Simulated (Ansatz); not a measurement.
`[BH3-][OH+][SiH3]` at its PBE0-D4/def2-TZVP geometry, where that method's forces vanish. The species carries charge 0 and has multiplicity 1.

| atom | x (Å) | y (Å) | z (Å) |
| --- | --- | --- | --- |
| B1 | 0.7049 | -1.2057 | -0.2842 |
| O2 | 0.5987 | 0.2507 | 0.4923 |
| Si3 | -0.7961 | 1.0838 | -0.0052 |
| H4 | 0.2677 | -2.0092 | 0.5042 |
| H5 | 1.8636 | -1.3283 | -0.5822 |
| H6 | -0.0365 | -0.9993 | -1.2281 |
| H7 | 0.8232 | 0.2124 | 1.4253 |
| H8 | -1.9864 | 0.2184 | 0.1103 |
| H9 | -0.5460 | 1.5551 | -1.3777 |
| H10 | -0.8932 | 2.2221 | 0.9452 |

For each bond, give half the difference of the two atoms' forces along it (eV/Å; positive pushes the atoms apart) under PBE-D4, r2SCAN-D4, B3LYP-D4, ωB97M-V in def2-TZVPP. (An estimate is asked.)

Computed: 
```json
{"bond": "B1–O2", "length (Å)": "1.654", "PBE-D4": "-0.03", "r2SCAN-D4": "0.15", "B3LYP-D4": "0.22", "ωB97M-V": "0.20"}
{"bond": "B1–H4", "length (Å)": "1.208", "PBE-D4": "0.03", "r2SCAN-D4": "-0.05", "B3LYP-D4": "-0.09", "ωB97M-V": "-0.09"}
{"bond": "B1–H5", "length (Å)": "1.203", "PBE-D4": "0.05", "r2SCAN-D4": "-0.05", "B3LYP-D4": "-0.12", "ωB97M-V": "-0.12"}
{"bond": "B1–H6", "length (Å)": "1.218", "PBE-D4": "0.06", "r2SCAN-D4": "-0.05", "B3LYP-D4": "-0.09", "ωB97M-V": "-0.09"}
{"bond": "O2–Si3", "length (Å)": "1.699", "PBE-D4": "0.23", "r2SCAN-D4": "0.01", "B3LYP-D4": "0.14", "ωB97M-V": "0.17"}
{"bond": "O2–H7", "length (Å)": "0.960", "PBE-D4": "0.29", "r2SCAN-D4": "0.00", "B3LYP-D4": "-0.03", "ωB97M-V": "-0.10"}
{"bond": "Si3–H8", "length (Å)": "1.476", "PBE-D4": "0.02", "r2SCAN-D4": "-0.02", "B3LYP-D4": "-0.07", "ωB97M-V": "-0.13"}
{"bond": "Si3–H9", "length (Å)": "1.473", "PBE-D4": "0.04", "r2SCAN-D4": "-0.02", "B3LYP-D4": "-0.09", "ωB97M-V": "-0.14"}
{"bond": "Si3–H10", "length (Å)": "1.486", "PBE-D4": "0.06", "r2SCAN-D4": "-0.03", "B3LYP-D4": "-0.13", "ωB97M-V": "-0.14"}
```

B3LYP here is the variant with VWN-RPA as its local correlation; programs differ in this.
